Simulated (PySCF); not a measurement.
PH3O: calculation and literature

Atoms are numbered as in `[O:1]=[PH3:2]` (H(Xn): hydrogen on atom n).

Published values to compare with: δ 31P P2 -13.9 ppm (measured; solution, H2O; S. K. Latypov et al., Phys. Chem. Chem. Phys. 2015 (author manuscript)).
δ 17O O1 -10.6; δ 31P P2 196.2 ppm (CCSD(T)/cc-pVQZ; gas (isolated, no vibration); M. Maurer, PhD thesis, LMU Munich (Maurer, Ochsenfeld, JCTC 2015 SI; set of Flaig et al., JCTC 2014, 10, 572)).

- NMR shieldings at PBE0/pcSseg-1/GIAO
- geometry: PBE0-D3(BJ)/def2-SVP
- program: PySCF 2.14.0 with density-fitted response routines
- non-relativistic, no solvent model, one conformer, one averaged value for each set of equivalent atoms

Question: What does the calculation give, and how does it compare?

Answer: 
Reference values: measured (solution, H2O; S. K. Latypov et al., Phys. Chem. Chem. Phys. 2015 (author manuscript)).
| atoms | quantity | reference | computed | computed, scaled |
| --- | --- | --- | --- | --- |
| P2 | δ 31P vs 85 % H3PO4 | -13.9 | -78.8 | -56.2 |

Reference values: CCSD(T)/cc-pVQZ (gas (isolated, no vibration); M. Maurer, PhD thesis, LMU Munich (Maurer, Ochsenfeld, JCTC 2015 SI; set of Flaig et al., JCTC 2014, 10, 572)).
```json
{"atoms": "O1", "quantity": "δ 17O vs H2O (same level)", "reference": "-10.6", "computed": "31.3"}
{"atoms": "P2", "quantity": "δ 31P vs PH3 (same level)", "reference": "196.2", "computed": "194.2"}
```

Computed shifts are σ(ref) − σ with the named reference compound (TMS for H and C) calculated as an isolated molecule at the same level. The measured values may be among those fitted. Shieldings were converted by a linear fit to measured shifts: 31P (scatter 18.7 ppm rms vs H3PO4, solution or neat liquid); 17O (scatter 13.5 ppm rms, 14.3 ppm with the 1 outlier that the fit left out vs liquid water, solution or neat liquid). Occasional misses reach two or three times the rms, and more in compound classes unlike the fitted ones.

Question: How far are the unscaled 31P shifts from the references?

Answer: Mean signed difference -33.45 ppm, mean absolute 33.45 ppm over 2 comparisons; the largest is -64.9 ppm at P2 (phosphorus bonded to O, 3 H).

3 of the 4 published NMR values on file for this molecule are compared. The rest: other calculations.
